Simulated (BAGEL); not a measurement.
# RI-MP2/def2-SVP (density fitting with qzvpp-jkfit) run of C2H8Si (dimethylsilane)

What is the energy change on altering one bond length of C2H8Si (dimethylsilane) at RI-MP2/def2-SVP (density fitting with qzvpp-jkfit)? 

The calculation is run with BAGEL 1.2.2.

3 further runs of the same task are left out: 3 set aside as unsound or not needed. Runs told in other sessions of the task aren't counted.

## (1) The molecule

C2H8Si: 11 atoms, total charge 0, spin state singlet. SMILES: `C[SiH2]C`. Geometry: relaxed at PBE0-D4/def2-TZVP.

Bond lengths: C1–Si2 1.872 Å, Si2–C3 1.872 Å, C1–H4 1.092 Å, C1–H5 1.093 Å, C1–H6 1.093 Å, Si2–H7 1.491 Å, Si2–H8 1.491 Å, C3–H9 1.093 Å, C3–H10 1.092 Å, C3–H11 1.093 Å. Some angles: C1–Si2–C3 111.5°, C1–Si2–H7 109.5°, C1–Si2–H8 109.5°, C3–Si2–H7 109.5°, C3–Si2–H8 109.5°, Si2–C1–H4 111.0°, Si2–C1–H5 110.9°, Si2–C1–H6 110.9°, Si2–C3–H9 110.9°, Si2–C3–H10 111.0°.

## (2) A single-point energy at RI-MP2/def2-SVP (density fitting with qzvpp-jkfit)

The input, input.json:

```json
{ "bagel": [

{
  "title": "molecule",
  "basis": "svp",
  "df_basis": "qzvpp-jkfit",
  "angstrom": true,
  "geometry": [
    { "atom": "C", "xyz": [   -1.050200,    0.967200,   -0.661200 ] },
    { "atom": "Si", "xyz": [   -0.309200,   -0.653200,   -0.087600 ] },
    { "atom": "C", "xyz": [    1.346600,   -0.392300,    0.745700 ] },
    { "atom": "H", "xyz": [   -2.015800,    0.806900,   -1.146100 ] },
    { "atom": "H", "xyz": [   -0.391700,    1.464600,   -1.377800 ] },
    { "atom": "H", "xyz": [   -1.204900,    1.644900,    0.182100 ] },
    { "atom": "H", "xyz": [   -0.139900,   -1.564200,   -1.256100 ] },
    { "atom": "H", "xyz": [   -1.245100,   -1.319300,    0.863300 ] },
    { "atom": "H", "xyz": [    2.058200,    0.075200,    0.060400 ] },
    { "atom": "H", "xyz": [    1.772600,   -1.342000,    1.077400 ] },
    { "atom": "H", "xyz": [    1.244800,    0.255200,    1.620300 ] }
  ]
},
{ "title": "hf" },
{ "title": "mp2", "ncore": 7 }

]}
```

On the command line:

```console
BAGEL_NUM_THREADS=1 BAGEL input.json > input.out
```

Standard output:

```text
* using 1 threads per process

  ===============================================================
  ===============================================================

  *** Geometry ***

  { "atom" : "C", "xyz" : [     -1.984590,      1.827743,     -1.249487 ] },
  { "atom" : "Si", "xyz" : [     -0.584303,     -1.234369,     -0.165540 ] },
  { "atom" : "C", "xyz" : [      2.544705,     -0.741340,      1.409169 ] },
  { "atom" : "H", "xyz" : [     -3.809310,      1.524820,     -2.165815 ] },
  { "atom" : "H", "xyz" : [     -0.740206,      2.767693,     -2.603665 ] },
  { "atom" : "H", "xyz" : [     -2.276931,      3.108411,      0.344119 ] },
  { "atom" : "H", "xyz" : [     -0.264373,     -2.955910,     -2.373685 ] },
  { "atom" : "H", "xyz" : [     -2.352898,     -2.493116,      1.631401 ] },
  { "atom" : "H", "xyz" : [      3.889434,      0.142107,      0.114139 ] },
  { "atom" : "H", "xyz" : [      3.349729,     -2.536012,      2.035991 ] },
  { "atom" : "H", "xyz" : [      2.352331,      0.482258,      3.061923 ] },

  Number of auxiliary basis functions:      422

  Since a DF basis is specified, we compute 2- and 3-index integrals:
    o Being stored without compression. Storage requirement is 0.025 GB

  Number of basis functions:       86
  Number of electrons      :       34

    * METHOD: MOLECULE                             0.19

  *** RHF ***

  === Nuclear Repulsion ===
   114.1585042208

      * DIIS with orbital gradients will be used.

  === RHF iteration (svp) ===
      0       -369.05808961          0.01529171           0.05
      1       -369.17234194          0.00632591           0.05
      2       -369.19108551          0.00130408           0.05
      3       -369.19225929          0.00012422           0.05
      4       -369.19227210          0.00003379           0.05
      5       -369.19227315          0.00000596           0.05
      6       -369.19227318          0.00000107           0.05
      7       -369.19227318          0.00000015           0.05
      8       -369.19227318          0.00000003           0.05
      9       -369.19227318          0.00000001           0.05
    * SCF iteration converged.

    * Permanent dipole moment:
           (   -0.124278,    -0.256079,    -0.035256) a.u.

    * METHOD: HF                                   0.67

  *** RHF ***

  === Nuclear Repulsion ===
   114.1585042208

      * DIIS with orbital gradients will be used.

  === RHF iteration (svp) ===
      0       -369.19227318          0.00000000           0.05
    * SCF iteration converged.

    * Permanent dipole moment:
           (   -0.124278,    -0.256079,    -0.035256) a.u.

  === DF-MP2 calculation ===

    * freezing 7 orbitals
    * 3-index integral transformation done
    * assembly done

      MP2 correlation energy:   -0.3994414571      0.04

      MP2 total energy:       -369.5917146397

    * METHOD: MP2                                  0.15

  ===============================================================
```

Wall time 1.1 s (1 thread of Arm Neoverse V1, shared host).

## (3) The distorted shape, same level

The input, job.json:

```json
{ "bagel": [

{
  "title": "molecule",
  "basis": "svp",
  "df_basis": "qzvpp-jkfit",
  "angstrom": true,
  "geometry": [
    { "atom": "C", "xyz": [   -0.926435,    0.425019,   -1.335867 ] },
    { "atom": "Si", "xyz": [   -0.185435,   -1.195381,   -0.762267 ] },
    { "atom": "C", "xyz": [    1.470365,   -0.934481,    0.071033 ] },
    { "atom": "H", "xyz": [   -1.892035,    0.264719,   -1.820767 ] },
    { "atom": "H", "xyz": [   -0.267935,    0.922419,   -2.052467 ] },
    { "atom": "H", "xyz": [   -1.204900,    1.644900,    0.182100 ] },
    { "atom": "H", "xyz": [   -0.016135,   -2.106381,   -1.930767 ] },
    { "atom": "H", "xyz": [   -1.121335,   -1.861481,    0.188633 ] },
    { "atom": "H", "xyz": [    2.181965,   -0.466981,   -0.614267 ] },
    { "atom": "H", "xyz": [    1.896365,   -1.884181,    0.402733 ] },
    { "atom": "H", "xyz": [    1.368565,   -0.286981,    0.945633 ] }
  ]
},
{
  "title": "hf"
},
{
  "title": "mp2",
  "ncore": 7
}

]}
```

On the command line:

```console
BAGEL_NUM_THREADS=1 BAGEL job.json > job.out
```

Standard output:

```text
* using 1 threads per process

  ===============================================================
  ===============================================================

  *** Geometry ***

  { "atom" : "C", "xyz" : [     -1.750708,      0.803170,     -2.524423 ] },
  { "atom" : "Si", "xyz" : [     -0.350421,     -2.258943,     -1.440476 ] },
  { "atom" : "C", "xyz" : [      2.778587,     -1.765913,      0.134233 ] },
  { "atom" : "H", "xyz" : [     -3.575428,      0.500246,     -3.440751 ] },
  { "atom" : "H", "xyz" : [     -0.506324,      1.743119,     -3.878601 ] },
  { "atom" : "H", "xyz" : [     -2.276931,      3.108411,      0.344119 ] },
  { "atom" : "H", "xyz" : [     -0.030491,     -3.980483,     -3.648621 ] },
  { "atom" : "H", "xyz" : [     -2.119016,     -3.517689,      0.356465 ] },
  { "atom" : "H", "xyz" : [      4.123316,     -0.882466,     -1.160796 ] },
  { "atom" : "H", "xyz" : [      3.583610,     -3.560586,      0.761055 ] },
  { "atom" : "H", "xyz" : [      2.586213,     -0.542315,      1.786987 ] },

  Number of auxiliary basis functions:      422

  Since a DF basis is specified, we compute 2- and 3-index integrals:
    o Being stored without compression. Storage requirement is 0.025 GB

  Number of basis functions:       86
  Number of electrons      :       34

    * METHOD: MOLECULE                             0.19

  *** RHF ***

  === Nuclear Repulsion ===
   111.8578443069

      * DIIS with orbital gradients will be used.

  === RHF iteration (svp) ===
      0       -368.89994606          0.01523510           0.05
      1       -369.01892708          0.00785166           0.05
      2       -369.04862821          0.00156090           0.05
      3       -369.05081315          0.00048849           0.05
      4       -369.05096910          0.00010241           0.05
      5       -369.05098623          0.00003161           0.05
      6       -369.05098755          0.00000798           0.05
      7       -369.05098763          0.00000178           0.05
      8       -369.05098763          0.00000058           0.05
      9       -369.05098763          0.00000016           0.05
     10       -369.05098763          0.00000005           0.05
     11       -369.05098763          0.00000002           0.05
     12       -369.05098763          0.00000001           0.05
    * SCF iteration converged.

    * Permanent dipole moment:
           (   -0.229587,     0.124890,     0.327516) a.u.

    * METHOD: HF                                   0.82

  *** RHF ***

  === Nuclear Repulsion ===
   111.8578443069

      * DIIS with orbital gradients will be used.

  === RHF iteration (svp) ===
      0       -369.05098763          0.00000000           0.05
    * SCF iteration converged.

    * Permanent dipole moment:
           (   -0.229587,     0.124891,     0.327516) a.u.

  === DF-MP2 calculation ===

    * freezing 7 orbitals
    * 3-index integral transformation done
    * assembly done

      MP2 correlation energy:   -0.4085119567      0.04

      MP2 total energy:       -369.4594995870

    * METHOD: MP2                                  0.16

  ===============================================================
```

Run time: 1.3 s. Hardware: 1 thread of Arm Neoverse V1, shared host.

## (4) Results

At RI-MP2/def2-SVP (density fitting with qzvpp-jkfit), 7 core orbitals frozen:

| quantity | value |
| --- | --- |
| first shape: total energy | -369.59171 Eh |
| first shape: correlation energy (7 core orbitals frozen) | -399.4 mEh |
| distorted shape: total energy | -369.45950 Eh |
| distorted shape: correlation energy (7 core orbitals frozen) | -408.5 mEh |
| energy change with the C1–H6 bond stretched from 1.093 to 1.967 Å | 3.598 eV |

In words: One bond (distorted shape) is far stretched, which a spin-restricted single reference describes badly; perturbation theory on it can break down and give far too much correlation. With the C1–H6 bond stretched from 1.093 to 1.967 Å the energy rises by 3.60 eV (347 kJ/mol). The first shape isn't relaxed at this level, so the change isn't measured from a minimum. A restricted reference can't describe the breaking bond well at this length.
